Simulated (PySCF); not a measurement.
PySCF input (PBE/def2-TZVP):

```python
import numpy as np, basis_set_exchange as bse
from pyscf import gto, scf, dft, df
from pyscf.prop.nmr import rks as nmr

basis = {'Cl': gto.basis.parse(bse.get_basis('def2-TZVP', elements=['Cl'], fmt='nwchem')), 'H': gto.basis.parse(bse.get_basis('def2-TZVP', elements=['H'], fmt='nwchem')), 'O': gto.basis.parse(bse.get_basis('def2-TZVP', elements=['O'], fmt='nwchem'))}
mol = gto.M(
    atom='''
    O     0.02204159    1.10436371   -0.00118827
    H    -0.92327012    1.31460394    0.01604549
    Cl    0.04393750   -0.59703021   -0.00038467
    ''',
    basis=basis,
    charge=0,
    verbose=4,
    max_memory=2160,
)
mf = dft.RKS(mol, xc='pbe')
mf.grids.level = 3
mf.conv_tol = 1e-9
mf.max_cycle = 100
print('smallest overlap eigenvalue', np.linalg.eigvalsh(mol.intor('int1e_ovlp'))[0])
mf.kernel()
dip = mf.dip_moment()
n = nmr.NMR(mf)
n.verbose = 2
n.max_cycle_cphf = 60
sigma = n.kernel()
for i, x in enumerate(sigma):
    print(mol.atom_symbol(i), i + 1, round(x.trace() / 3, 3))
```

Output:

```
PySCF version 2.14.0

[INPUT] verbose = 4
[INPUT] num. atoms = 3
[INPUT] num. electrons = 26
[INPUT] charge = 0
[INPUT] spin (= nelec alpha-beta = 2S) = 0
[INPUT] symmetry False subgroup None
[INPUT] Mole.unit = angstrom
[INPUT] Symbol           X                Y                Z      unit          X                Y                Z       unit  Magmom
[INPUT]  1 O      0.022041590000   1.104363710000  -0.001188270000 AA    0.041652568450   2.086944953809  -0.002245504862 Bohr   0.0
[INPUT]  2 H     -0.923270120000   1.314603940000   0.016045490000 AA   -1.744727665794   2.484241408874   0.030321581634 Bohr   0.0
[INPUT]  3 Cl     0.043937500000  -0.597030210000  -0.000384670000 AA    0.083029841598  -1.128223584992  -0.000726920948 Bohr   0.0

nuclear repulsion = 50.8657450575968
number of shells = 28
number of NR pGTOs = 117
number of NR cGTOs = 74
basis = {'Cl': [[0, [69507.990945, 0.00054314897497], [10426.15688, 0.0041990463961], [2373.2334061, 0.021592141679], [671.56420071, 0.084598850094], [218.4199979, 0.24757249724], [77.572249714, 0.47016930228], [28.888815277, 0.37436370716]], [0, [127.10527185, 0.025182166603], [39.339582961, 0.10786112456], [7.6740679989, -0.27408821574]], [0, [3.874562763, 1.3213875014], [1.8385832573, 0.68636955368]], [0, [0.50229057542, 1.0]], [0, [0.1796272342, 1.0]], [1, [666.50423284, 0.0023632663836], [157.6424169, 0.018879300374], [50.262520978, 0.087206341273], [18.536078105, 0.2528561297], [7.2940532777, 0.4350715482]], [1, [2.9433248995, 0.35026513165]], [1, [1.0404970818, 1.0]], [1, [0.3845641508, 1.0]], [1, [0.13069642732, 1.0]], [2, [4.61, 0.2], [1.011, 1.0]], [2, [0.339, 1.0]], [3, [0.706, 1.0]]], 'H': [[0, [34.061341, 0.0060251978], [5.1235746, 0.045021094], [1.1646626, 0.20189726]], [0, [0.32723041, 1.0]], [0, [0.10307241, 1.0]], [1, [0.8, 1.0]]], 'O': [[0, [27032.382631, 0.00021726302465], [4052.3871392, 0.0016838662199], [922.3272271, 0.0087395616265], [261.24070989, 0.035239968808], [85.354641351, 0.11153519115], [31.035035245, 0.25588953961]], [0, [12.260860728, 0.39768730901], [4.9987076005, 0.2462784943]], [0, [1.1703108158, 1.0]], [0, [0.46474740994, 1.0]], [0, [0.18504536357, 1.0]], [1, [63.274954801, 0.0060685103418], [14.627049379, 0.041912575824], [4.4501223456, 0.16153841088], [1.5275799647, 0.35706951311]], [1, [0.52935117943, 0.44794207502]], [1, [0.1747842127, 0.24446069663]], [2, [2.314, 1.0]], [2, [0.645, 1.0]], [3, [1.428, 1.0]]]}
ecp = {}
smallest overlap eigenvalue 0.007071429822591004

******** <class 'pyscf.dft.rks.RKS'> ********
method = RKS
initial guess = minao
damping factor = 0
level_shift factor = 0
DIIS = <class 'pyscf.scf.diis.CDIIS'>
diis_start_cycle = 1
diis_space = 8
diis_damp = 0
SCF conv_tol = 1e-09
SCF conv_tol_grad = None
SCF max_cycles = 100
direct_scf = True
direct_scf_tol = 1e-13
XC library pyscf.dft.libxc version 7.1.2
    S. Lehtola, C. Steigemann, M. J. T. Oliveira, and M. A. L. Marques,  SoftwareX 7, 1–5 (2018)
XC functionals = pbe
    J. P. Perdew, K. Burke, and M. Ernzerhof,  Phys. Rev. Lett. 77, 3865 (1996)
    J. P. Perdew, K. Burke, and M. Ernzerhof,  Phys. Rev. Lett. 78, 1396 (1997)
    J. P. Perdew, K. Burke, and M. Ernzerhof,  Phys. Rev. Lett. 77, 3865 (1996)
    J. P. Perdew, K. Burke, and M. Ernzerhof,  Phys. Rev. Lett. 78, 1396 (1997)
radial grids:
    Treutler-Ahlrichs [JCP 102, 346 (1995); DOI:10.1063/1.469408] (M4) radial grids

becke partition: Becke, JCP 88, 2547 (1988); DOI:10.1063/1.454033
pruning grids: <function nwchem_prune>
grids dens level: 3
symmetrized grids: False
atomic radii adjust function: <function treutler_atomic_radii_adjust>
small_rho_cutoff = 0
Set gradient conv threshold to 3.16228e-05
Initial guess from minao.
tot grids = 42776
init E= -535.863698625063
  HOMO = -0.298310573094462  LUMO = -0.150179014180658  gap/eV = 4.03087
cycle= 1 E= -535.685907615636  delta_E= 0.178  |g|= 0.578  |ddm|= 1.37
  HOMO = -0.134156427229449  LUMO = -0.0523757253040884  gap/eV = 2.22537
cycle= 2 E= -535.386550599029  delta_E= 0.299  |g|= 1.33  |ddm|= 1.09
  HOMO = -0.232871983077692  LUMO = -0.111365934174529  gap/eV = 3.30635
cycle= 3 E= -535.737406877528  delta_E= -0.351  |g|= 0.169  |ddm|= 0.874
  HOMO = -0.243487517971066  LUMO = -0.120388078610752  gap/eV = 3.34971
cycle= 4 E= -535.744322454907  delta_E= -0.00692  |g|= 0.0429  |ddm|= 0.16
  HOMO = -0.23993107078187  LUMO = -0.116201276049807  gap/eV = 3.36686
cycle= 5 E= -535.744747836139  delta_E= -0.000425  |g|= 0.00601  |ddm|= 0.0361
  HOMO = -0.239945644162319  LUMO = -0.116422404831624  gap/eV = 3.36124
cycle= 6 E= -535.74475435792  delta_E= -6.52e-06  |g|= 0.00218  |ddm|= 0.00555
  HOMO = -0.239978498526949  LUMO = -0.116470926013818  gap/eV = 3.36081
cycle= 7 E= -535.744755555794  delta_E= -1.2e-06  |g|= 0.000347  |ddm|= 0.00196
  HOMO = -0.239980127871469  LUMO = -0.116470030924944  gap/eV = 3.36088
cycle= 8 E= -535.744755584408  delta_E= -2.86e-08  |g|= 6.07e-05  |ddm|= 0.000263
  HOMO = -0.239976523831927  LUMO = -0.116466935688095  gap/eV = 3.36087
cycle= 9 E= -535.744755585068  delta_E= -6.6e-10  |g|= 2.36e-05  |ddm|= 5.31e-05
  HOMO = -0.239981570142755  LUMO = -0.116472102904083  gap/eV = 3.36086
Extra cycle  E= -535.74475558502  delta_E= 4.74e-11  |g|= 2.85e-05  |ddm|= 3.92e-05
converged SCF energy = -535.74475558502
Dipole moment(X, Y, Z, Debye): -1.59819,  0.32053,  0.02916
O 1 344.713
H 2 30.867
Cl 3 20.771
```
